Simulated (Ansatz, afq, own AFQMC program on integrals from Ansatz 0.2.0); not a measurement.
# CH2Ge⁺, doublet in cc-pVDZ, levels against CCSDT(Q)

```csv
atom,x (Å),y (Å),z (Å)
Ge,0.0000,0.0000,0.3308
C,0.0000,0.0000,-1.6265
H,0.0000,0.9089,-2.2295
H,0.0000,-0.9089,-2.2295
```

Connectivity, by distances: Ge–CH2.

Basis cc-pVDZ. Noble-gas cores (and the filled d shells of Ga–Kr and In–Xe) are frozen. Ansatz 0.2.0 and our own AFQMC program on the same integrals; the CISD trial comes from CCSD amplitudes, and released means the phaseless constraint is let go. Free projection: walkers drawn from exp(T), propagated without any constraint. Its projection time is finite, and what remains of the start isn't in its error. ± is one standard error of the sampling. No spin–orbit coupling.

Determinant: UHF, the one that the program's search chose, which needn't be the lowest solution. The geometry is a PBE0/def2-TZVP stationary point of this or a neighbouring charge and spin state.

No full CI on the walks' own integrals is used here; CCSDT(Q) serves as the reference and is uncertain by about the last step of the cluster series.

Cautions: no relativity below Rb; no spin-orbit coupling; inner d shell frozen; the released energies are still falling, so no released level is given (meV from the phaseless value at times in 1/Eh: -6 ± 12 at 0.24, 0 ± 10 at 0.51, -6 ± 9 at 0.99, -17 ± 12 at 1.62, -28 ± 13 at 2.40), though the last usable value meets CCSDT(Q) within the noise.

* T1 diagnostic: 0.0184
* weight of the determinant in the CISD state: 0.887
* ⟨S²⟩ of the determinant: 0.759
* size of the correlated space: 9 electrons in 36 orbitals

```
  level  correlation energy (eV)
    MP2                  -4.5412
   CCSD                  -5.4243
CCSD(T)                  -5.5750
```

Question: Estimate where phaseless AFQMC with the Hartree–Fock trial lies against CCSD(T) on the same integrals.

Answer: 9.2 ± 6.7 kJ/mol below CCSD(T). The gap is under twice the noise, so this walk alone can't tell the two apart.

Reference: CCSDT(Q), correlation energy -5.612 eV.

```csv
level,E − E(reference) (kJ/mol),share of correlation (%)
CCSD(T),3.5,99.35
CCSDT,1.0,99.81
ph-AFQMC/HF,-5.7 ± 6.7,101.05
ph-AFQMC/CISD,1.6 ± 1.0,99.71
free AFQMC,-2.0 ± 2.0,100.38
```

Free projections are given only where their last times agree within the noise and don't stop above the reference; a slow remainder of the start can still hide under it. A walk keeps the symmetry of its determinant, which the program's search chose and which needn't be the lowest solution, so a lower state of the same spin and another symmetry isn't excluded.
